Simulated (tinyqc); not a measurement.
Inside a calculation. Method: CCSD on RHF in the sto-3g basis, for H2O, spin multiplicity 1. One step of it, computed by the program tinyqc.

Task: Orthogonalisation. S = U s U^T; symmetric (Loewdin) form X = U s^(-1/2) U^T, so that X^T S X = 1.

overlap S, order 1O 1s, 1O 2s, 1O 2px, 1O 2py, 1O 2pz, 2H 1s, 3H 1s:
```
[[1.000000, 0.236704, 0.000000, 0.000000, 0.000000, 0.031976, 0.029479],
 [0.236704, 1.000000, 0.000000, 0.000000, 0.000000, 0.342721, 0.324383],
 [0.000000, 0.000000, 1.000000, 0.000000, 0.000000, 0.000000, 0.000000],
 [0.000000, 0.000000, 0.000000, 1.000000, 0.000000, 0.258039, -0.247123],
 [0.000000, 0.000000, 0.000000, 0.000000, 1.000000, 0.173523, 0.166059],
 [0.031976, 0.342721, 0.000000, 0.258039, 0.173523, 1.000000, 0.122563],
 [0.029479, 0.324383, 0.000000, -0.247123, 0.166059, 0.122563, 1.000000]]
```

Give: eigenvalues of S; X.

Result:

eigenvalues of S: [0.4910, 0.5776, 0.8939, 1.0000, 1.0933, 1.3008, 1.6434]

X, order 1O 1s, 1O 2s, 1O 2px, 1O 2py, 1O 2pz, 2H 1s, 3H 1s:
```
[[1.0233, -0.1336, 0.0000, -0.0004, -0.0054, 0.0176, 0.0167],
 [-0.1336, 1.1202, 0.0000, 0.0045, 0.0488, -0.1942, -0.1797],
 [0.0000, 0.0000, 1.0000, 0.0000, 0.0000, 0.0000, 0.0000],
 [-0.0004, 0.0045, 0.0000, 1.0598, 0.0020, -0.1578, 0.1494],
 [-0.0054, 0.0488, 0.0000, 0.0020, 1.0243, -0.0963, -0.0902],
 [0.0176, -0.1942, 0.0000, -0.1578, -0.0963, 1.0985, -0.0413],
 [0.0167, -0.1797, 0.0000, 0.1494, -0.0902, -0.0413, 1.0878]]
```
